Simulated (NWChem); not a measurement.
**One shape, several levels: triplet CHClF2**

Wanted: a comparison of 4 runs (UHF/STO-3G, UHF/3-21G, UB3LYP/6-31G*) of triplet CHClF2. 

The results are computed with NWChem 7.3.0.

9 further runs of the same task are left out: 1 that didn't finish, 8 set aside as unsound or not needed.

### Step 1. The system as given

CHClF2 has 5 atoms, charge 0, and is taken as a triplet. As SMILES of the parent species, `FC(F)Cl`. The shape is that of a PBE0-D4/def2-TZVP optimisation. That shape belongs to the parent species and isn't relaxed for this state.

Bond lengths: F1–C2 1.334 Å, C2–F3 1.334 Å, C2–Cl4 1.763 Å, C2–H5 1.090 Å. Angles: F1–C2–F3 108.3°, F1–C2–Cl4 109.7°, F3–C2–Cl4 109.7°, F1–C2–H5 110.0°, F3–C2–H5 110.0°, Cl4–C2–H5 109.0°.

### Step 2. A single-point energy at UHF/STO-3G (run 1)

File job.nw:

```
start job
title "CHClF2"
memory stack 880 mb heap 220 mb global 1100 mb

geometry units angstroms noautosym nocenter noautoz
  F     0.038900   -0.568100    1.222300
  C     0.109400    0.023600    0.028300
  F     0.844200   -0.745900   -0.776900
  Cl   -1.511000    0.208900   -0.640800
  H     0.568600    1.007800    0.125800
end

basis spherical bse
  * library STO-3G
end

scf
  nopen 2
  uhf
  thresh 1e-08
  maxiter 80
end

task scf energy
```

On the command line:

```sh
nwchem job.nw > job.out
```

Standard output:

```text
[...]
  functions       =    25
[...]
  wavefunction    = UHF
[...]
         Total SCF energy =   -688.305773611160
      One electron energy =  -1292.842594067003
      Two electron energy =    436.130063296879
 Nuclear repulsion energy =    168.406757158964
                       Sz =      1.0000
                 Sz(Sz+1) =      2.0000
                      S^2 =      2.0042
[...]
```

Wall time 5.4 s (1 thread of AMD EPYC 7B13 (Zen 3), shared host); peak memory 0.099 GiB.

### Step 3. A single-point energy at UHF/3-21G (run 2)

File calc.nw:

```
echo
start calc
memory total 2200 mb
geometry units bohr noautosym nocenter noautoz
  F   0.07351035 -1.07355341  2.30981224
  C   0.20673604  0.04459754  0.05347925
  F   1.59530679 -1.40954672 -1.46812823
  Cl -2.85537617  0.39476379 -1.21093650
  H   1.07449827  1.90446599  0.23772755
end
basis spherical bse
  F library 3-21G
  C library 3-21G
  Cl library 3-21G
  H library 3-21G
end
scf
  triplet
  uhf
  thresh 1e-08
  maxiter 80
  print medium
end
task scf
```

On the command line:

```sh
nwchem calc.nw > calc.out
```

Standard output:

```text
[...]
  functions       =    42
[...]
  wavefunction    = UHF
[...]
         Total SCF energy =   -693.034848854051
      One electron energy =  -1295.948879090915
      Two electron energy =    434.507285129389
 Nuclear repulsion energy =    168.406745107475
                       Sz =      1.0000
                 Sz(Sz+1) =      2.0000
                      S^2 =      2.0057
[...]
```

Wall time 6 s (1 thread of AMD EPYC 7B13 (Zen 3), shared host); peak memory 0.098 GiB.

Run 3 isn't shown in full; the table further down has it.

### Step 4. A single-point energy at UB3LYP/6-31G(d) (Cartesian functions) (run 4)

File a.nw:

```
start a
memory stack 880 mb heap 220 mb global 1100 mb
charge 0

geometry noautosym nocenter noautoz
  F      0.038900    -0.568100     1.222300
  C      0.109400     0.023600     0.028300
  F      0.844200    -0.745900    -0.776900
  Cl    -1.511000     0.208900    -0.640800
  H      0.568600     1.007800     0.125800
end

basis
  * library 6-31G*
end

dft
  xc b3lyp
  mult 3
  grid xfine
  convergence energy 1e-08
  iterations 100
  mulliken
  noprint "final vectors analysis"
end

task dft energy
```

On the command line:

```sh
nwchem a.nw > a.out
```

Standard output:

```text
[...]
          Wavefunction type:  spin polarized.
          No. of atoms     :     5
          No. of electrons :    42
[...]
          Charge           :     0
          Spin multiplicity:     3
[...]
          AO basis - number of functions:    66
[...]
              XC Information
              --------------
                         B3LYP Method XC Potential
                     Hartree-Fock (Exact) Exchange  0.200
                        Slater Exchange Functional  0.800 local
                    Becke 1988 Exchange Functional  0.720 non-local
              Lee-Yang-Parr Correlation Functional  0.810
                  VWN I RPA Correlation Functional  0.190 local
[...]
 d= 0,ls=0.0,diis     1   -698.1596520478 -8.67D+02  4.62D-02  3.05D-01     2.2
[...]
 d= 0,ls=0.0,diis    14   -698.2956662149 -2.93D-09  1.25D-06  3.88D-10    26.3
[...]
         Total DFT energy =     -698.295666214947
      One electron energy =    -1300.330076300653
           Coulomb energy =      488.681272634854
    Exchange-Corr. energy =      -55.053619708112
 Nuclear repulsion energy =      168.406757158964
[...]
      Total Density - Mulliken Population Analysis
     ---------------------------------------------
    Atom       Charge   Shell Charges
 -----------   ------   -------------------------------------------------------
    1 F    9     9.26   1.99  0.95  3.32  0.96  1.98  0.06
    2 C    6     5.80   1.99  0.71  1.93  0.46  0.60  0.10
    3 F    9     9.26   1.99  0.95  3.32  0.96  1.98  0.06
    4 Cl  17    16.81   2.00  1.99  5.97  1.53  3.40  0.48  1.41  0.04
    5 H    1     0.87   0.53  0.34
[...]
      <S2> =      2.0031 (Exact =     2.0000)
[...]
```

Wall time 27 s (1 thread of AMD EPYC 7B13 (Zen 3), shared host); peak memory 0.12 GiB.

### Step 5. The series

```csv
run,level,iteration cap,module,energy (Eh),dipole moment (D),HOMO energy (eV),⟨S²⟩,wall time
1,UHF/STO-3G,80,scf,-688.305774,2.01,-2.57,2.004,5.4 s
2,UHF/3-21G,80,scf,-693.034849,2.34,-5.68,2.006,6 s
3,UB3LYP/6-31G* (spherical functions),100,dft,-698.289295,1.18,-1.87,2.003,25 s
4,UB3LYP/6-31G* (Cartesian functions),100,dft,-698.295666,1.18,–,2.003,27 s
```

### Step 6. Summary of results

```
            quantity          value
 run 4: total energy  -698.29567 Eh
run 4: dipole moment         1.18 D
         run 4: ⟨S²⟩          2.003
```

**Reading.** The dipole moment (its size) runs from 1.18 D (UB3LYP/6-31G*) to 2.34 D (UHF/3-21G). The two ends differ in method and basis. In run 1 the basis is minimal, so the values are rough. All runs together took 63 s, the longest 27 s.
